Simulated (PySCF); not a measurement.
A GIAO shielding run with PySCF 2.14.0 with density-fitted response routines (density fitting, non-relativistic, gas phase) on `CN(C)P(C)C`, C$_{4}$H$_{12}$NP:

```
$ OMP_NUM_THREADS=1 python probes_run.py task.json out

{"job": {"kind": "nmr", "xc": "mPW1PW91", "basis": "pcSseg-1", "pop": false}, "charge": 0, "multiplicity": 1}
C     -1.846735     0.621077     0.234433
N     -0.731036    -0.187001    -0.205696
C     -1.139030    -1.556237    -0.435323
P      0.693852    -0.054190     0.835117
C      1.095540     1.724086     0.543419
C      1.946813    -0.775164    -0.313785
H     -2.656276     0.560784    -0.511772
H     -1.559964     1.679578     0.313511
H     -2.272987     0.307908     1.213280
H     -0.310476    -2.148575    -0.849817
H     -1.952840    -1.573731    -1.179053
H     -1.507622    -2.075246     0.476675
H      2.131720     1.896302     0.872821
H      1.001143     1.983270    -0.523260
H      0.448769     2.381818     1.141401
H      1.813631    -0.389402    -1.336967
H      1.889575    -1.873108    -0.325116
H      2.947729    -0.504306     0.056013
```

Hardware: 1 thread of an Arm Neoverse V1, shared host.

(1) How large is the calculation?

(2) How long does it take, and how much memory does it need?

(3) And these other runs on the same molecule and hardware: GIAO shielding at B3LYP/pcSseg-1; GIAO shielding at B97-D/pcSseg-1; GIAO shielding at KT2/pcSseg-1; GIAO shielding at KT3/pcSseg-1; GIAO shielding at PBE0/pcSseg-1?

Answers

(1) 58 electrons, 169 basis functions and 893 auxiliary functions.

(2) 18 s of wall time, with 13 SCF cycles and 5 response iterations; peak memory 1.1 GiB. Times on a shared host scatter by some tens of per cent.

(3) B3LYP/pcSseg-1: 169 functions, 18 s; B97-D/pcSseg-1: 169 functions, 29 s; KT2/pcSseg-1: 169 functions, 30 s; KT3/pcSseg-1: 169 functions, 29 s; PBE0/pcSseg-1: 169 functions, 18 s.
